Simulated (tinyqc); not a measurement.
Inside a calculation. Method: UKS/exchange-only LDA in the sto-3g basis, for LiH+, spin multiplicity 2. One step of it, computed by the program tinyqc.

Question. Iteration 1: building the Kohn-Sham matrix. J_ij = sum D_kl (ij|kl) with D = D(alpha) + D(beta); F = H + J + V_xc; E = tr D H + tr D J / 2 + E_xc + E_nn.

D(alpha) at the start, order 1Li 1s, 1Li 2s, 1Li 2px, 1Li 2py, 1Li 2pz, 2H 1s:
$$\begin{pmatrix}
0.988085 & 0.009351 & 0.000000 & 0.000000 & -0.057753 & -0.054979 \\
0.009351 & 0.106032 & 0.000000 & 0.000000 & 0.205664 & 0.182289 \\
0.000000 & 0.000000 & 0.000000 & 0.000000 & 0.000000 & 0.000000 \\
0.000000 & 0.000000 & 0.000000 & 0.000000 & 0.000000 & 0.000000 \\
-0.057753 & 0.205664 & 0.000000 & 0.000000 & 0.404749 & 0.359038 \\
-0.054979 & 0.182289 & 0.000000 & 0.000000 & 0.359038 & 0.318504
\end{pmatrix}$$

D(beta) at the start, order 1Li 1s, 1Li 2s, 1Li 2px, 1Li 2py, 1Li 2pz, 2H 1s:
$$\begin{pmatrix}
0.979703 & 0.038943 & 0.000000 & 0.000000 & 0.000491 & -0.003312 \\
0.038943 & 0.001548 & 0.000000 & 0.000000 & 0.000020 & -0.000132 \\
0.000000 & 0.000000 & 0.000000 & 0.000000 & 0.000000 & 0.000000 \\
0.000000 & 0.000000 & 0.000000 & 0.000000 & 0.000000 & 0.000000 \\
0.000491 & 0.000020 & 0.000000 & 0.000000 & 0.000000 & -0.000002 \\
-0.003312 & -0.000132 & 0.000000 & 0.000000 & -0.000002 & 0.000011
\end{pmatrix}$$

core Hamiltonian H = T + V (hartree), order 1Li 1s, 1Li 2s, 1Li 2px, 1Li 2py, 1Li 2pz, 2H 1s:
$$\begin{pmatrix}
-4.580856 & -1.026722 & 0.000000 & 0.000000 & -0.004497 & -0.007953 \\
-1.026722 & -1.278458 & 0.000000 & 0.000000 & -0.053078 & -0.156287 \\
0.000000 & 0.000000 & -1.039893 & 0.000000 & 0.000000 & 0.000000 \\
0.000000 & 0.000000 & 0.000000 & -1.039893 & 0.000000 & 0.000000 \\
-0.004497 & -0.053078 & 0.000000 & 0.000000 & -1.073613 & -0.237642 \\
-0.007953 & -0.156287 & 0.000000 & 0.000000 & -0.237642 & -0.990865
\end{pmatrix}$$

Two-electron integrals (ij|kl) in chemists' order, unique and non-zero (hartree):
```
(11|11) 1.680395   (21|11) 0.265420   (21|21) 0.049941   (22|11) 0.397727
(22|21) 0.092860   (22|22) 0.290562   (31|31) 0.008981   (32|31) 0.013788
(32|32) 0.064184   (33|11) 0.396640   (33|21) 0.092880   (33|22) 0.290497
(33|33) 0.312946   (41|41) 0.008981   (42|41) 0.013788   (42|42) 0.064184
(43|43) 0.016869   (44|11) 0.396640   (44|21) 0.092880   (44|22) 0.290497
(44|33) 0.279207   (44|44) 0.312946   (51|51) 0.008981   (52|51) 0.013788
(52|52) 0.064184   (53|53) 0.016869   (54|54) 0.016869   (55|11) 0.396640
(55|21) 0.092880   (55|22) 0.290497   (55|33) 0.279207   (55|44) 0.279207
(55|55) 0.312946   (61|11) 0.001687   (61|21) 0.000332   (61|22) 0.000674
(61|33) 0.000660   (61|44) 0.000660   (61|51) 0.000057   (61|52) 0.000121
(61|55) 0.000702   (61|61) 2.72e-06   (62|11) 0.026670   (62|21) 0.006411
(62|22) 0.024875   (62|33) 0.023392   (62|44) 0.023392   (62|51) 0.000839
(62|52) 0.007739   (62|55) 0.027808   (62|61) 0.000058   (62|62) 0.006211
(63|31) 0.000189   (63|32) 0.001394   (63|53) 0.000756   (63|63) 0.000191
(64|41) 0.000189   (64|42) 0.001394   (64|54) 0.000756   (64|64) 0.000191
(65|11) 0.040669   (65|21) 0.009789   (65|22) 0.038296   (65|33) 0.035882
(65|44) 0.035882   (65|51) 0.001304   (65|52) 0.012163   (65|55) 0.043074
(65|61) 0.000089   (65|62) 0.009897   (65|65) 0.015788   (66|11) 0.174761
(66|21) 0.042141   (66|22) 0.173065   (66|33) 0.162278   (66|44) 0.162278
(66|51) 0.004496   (66|52) 0.052028   (66|55) 0.194296   (66|61) 0.000368
(66|62) 0.060727   (66|65) 0.097821   (66|66) 0.774606
```

nuclear repulsion = 0.52428389 hartree

V_xc(alpha) (hartree), order 1Li 1s, 1Li 2s, 1Li 2px, 1Li 2py, 1Li 2pz, 2H 1s:
$$\begin{pmatrix}
-0.984547 & -0.126857 & 0.000000 & 0.000000 & -0.002914 & -0.000821 \\
-0.126857 & -0.138017 & 0.000000 & 0.000000 & -0.034241 & -0.027285 \\
0.000000 & 0.000000 & -0.121167 & 0.000000 & 0.000000 & 0.000000 \\
0.000000 & 0.000000 & 0.000000 & -0.121167 & 0.000000 & 0.000000 \\
-0.002914 & -0.034241 & 0.000000 & 0.000000 & -0.166642 & -0.043619 \\
-0.000821 & -0.027285 & 0.000000 & 0.000000 & -0.043619 & -0.330013
\end{pmatrix}$$

V_xc(beta) (hartree), order 1Li 1s, 1Li 2s, 1Li 2px, 1Li 2py, 1Li 2pz, 2H 1s:
$$\begin{pmatrix}
-0.978547 & -0.120795 & 0.000000 & 0.000000 & -0.000015 & -0.000689 \\
-0.120795 & -0.062250 & 0.000000 & 0.000000 & -0.000013 & -0.001529 \\
0.000000 & 0.000000 & -0.061534 & 0.000000 & 0.000000 & 0.000000 \\
0.000000 & 0.000000 & 0.000000 & -0.061534 & 0.000000 & 0.000000 \\
-0.000015 & -0.000013 & 0.000000 & 0.000000 & -0.061379 & -0.002151 \\
-0.000689 & -0.001529 & 0.000000 & 0.000000 & -0.002151 & -0.007116
\end{pmatrix}$$

E_xc = sum of w rho eps_xc = -1.63911935 hartree

Give: Coulomb J; F(alpha); F(beta); total energy of this density.

Answer.

Coulomb J (hartree), order 1Li 1s, 1Li 2s, 1Li 2px, 1Li 2py, 1Li 2pz, 2H 1s:
$$\begin{pmatrix}
3.630 & 0.597 & 0.000 & 0.000 & 0.007 & 0.004 \\
0.597 & 1.032 & 0.000 & 0.000 & 0.053 & 0.099 \\
0.000 & 0.000 & 1.020 & 0.000 & 0.000 & 0.000 \\
0.000 & 0.000 & 0.000 & 1.020 & 0.000 & 0.000 \\
0.007 & 0.053 & 0.000 & 0.000 & 1.050 & 0.153 \\
0.004 & 0.099 & 0.000 & 0.000 & 0.153 & 0.805
\end{pmatrix}$$

F(alpha) (hartree), order 1Li 1s, 1Li 2s, 1Li 2px, 1Li 2py, 1Li 2pz, 2H 1s:
$$\begin{pmatrix}
-1.935 & -0.556 & 0.000 & 0.000 & 0.000 & -0.005 \\
-0.556 & -0.384 & 0.000 & 0.000 & -0.034 & -0.085 \\
0.000 & 0.000 & -0.141 & 0.000 & 0.000 & 0.000 \\
0.000 & 0.000 & 0.000 & -0.141 & 0.000 & 0.000 \\
0.000 & -0.034 & 0.000 & 0.000 & -0.190 & -0.128 \\
-0.005 & -0.085 & 0.000 & 0.000 & -0.128 & -0.516
\end{pmatrix}$$

F(beta) (hartree), order 1Li 1s, 1Li 2s, 1Li 2px, 1Li 2py, 1Li 2pz, 2H 1s:
$$\begin{pmatrix}
-1.929 & -0.550 & 0.000 & 0.000 & 0.003 & -0.005 \\
-0.550 & -0.309 & 0.000 & 0.000 & 0.000 & -0.059 \\
0.000 & 0.000 & -0.082 & 0.000 & 0.000 & 0.000 \\
0.000 & 0.000 & 0.000 & -0.082 & 0.000 & 0.000 \\
0.003 & 0.000 & 0.000 & 0.000 & -0.085 & -0.086 \\
-0.005 & -0.059 & 0.000 & 0.000 & -0.086 & -0.193
\end{pmatrix}$$

total energy of this density = -7.28379 hartree

This density is the starting one.
